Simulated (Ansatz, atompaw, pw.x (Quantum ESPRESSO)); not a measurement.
# Cu (fcc): variants of one PAW (atompaw) potential in the solid

* Element: copper (Cu)
* Generator: atompaw 4.2.0.5
* Type: PAW
* Functional: PBE
* Relativity: scalar-relativistic
* Frozen core: [Ar]
* Valence charge: 11
* Reference configuration: 3d10 4s1 4p0
* Partial waves: 4s (bound): rc 2.75 bohr; 4s channel at 4.9 Ry: rc 3.00 bohr; 4p (bound, empty): rc 3.00 bohr; 4p channel at 2.55 Ry: rc 3.00 bohr; 3d (bound): rc 1.35 bohr; 3d channel at -0.05 Ry: rc 1.35 bohr
* Local potential: bessel scheme, radius 3.00 bohr
* Core correction: smooth core density matched at 2.95 bohr
* Augmentation charge: besselshape compensation charge, radius 2.45 bohr; PAW radius 3.00 bohr; waves and projectors: custom rrkj gramschmidtortho

Crystal test: fcc Cu in pw.x 7.5, no spin, 15³ k-points, Fermi–Dirac smearing 0.01 Ry, cutoffs set for each file from its atomic test. The reference is all-electron LAPW (Ansatz 0.2.0) with the same functional, mesh and smearing; V0 and B0 come from Birch–Murnaghan fits to the pressures at five volumes. Errors are pseudo minus all-electron; Δ is the rms difference of the E(V) curves that follow from these fits, minima aligned, over ±6 % about the mean V0. Mesh and smearing are coarse, so the numbers serve the comparison and aren't converged zero-temperature values; the lattice is a test structure that the element need not adopt.

All-electron: a0 = 3.629 Å (V0 = 11.95 Å³/atom), B0 = 140.8 GPa.

Base: The largest radius (3.00 bohr) exceeds half the bond length (2.43 bohr), so the spheres overlap, which is one possible source of error among others. This is a poor potential for the solid.

A dash in a converged row means that the minimum lies outside the volumes sampled.

```csv
change,cutoffs (Ry),pw.x,a0 (Å),a0 error (%),B0 error (%),Δ (meV/atom),mean pressure error (GPa)
base,135/900,converged,–,–,–,–,+8.89
"augmentation besselshape compensation charge, radius 1.34 bohr; PAW radius 3.00 bohr; waves and projectors: custom rrkj gramschmidtortho",135/900,converged,3.692,+1.73,+2.4,20.0,+8.45
"augmentation besselshape compensation charge, radius 1.72 bohr; PAW radius 3.00 bohr; waves and projectors: custom rrkj gramschmidtortho",135/900,converged,3.693,+1.76,+0.5,20.2,+8.52
"augmentation besselshape compensation charge, radius 2.12 bohr; PAW radius 3.00 bohr; waves and projectors: custom rrkj gramschmidtortho",135/900,converged,3.694,+1.77,+1.6,20.4,+8.61
"augmentation besselshape compensation charge, radius 2.38 bohr; PAW radius 3.00 bohr; waves and projectors: custom rrkj gramschmidtortho",135/900,converged,–,–,–,–,+8.82
```

Q: Give the row for: augmentation besselshape compensation charge, radius 2.80 bohr; PAW radius 3.00 bohr; waves and projectors: custom rrkj gramschmidtortho.

A: pw.x: converged; mean pressure error (GPa): +10.48.
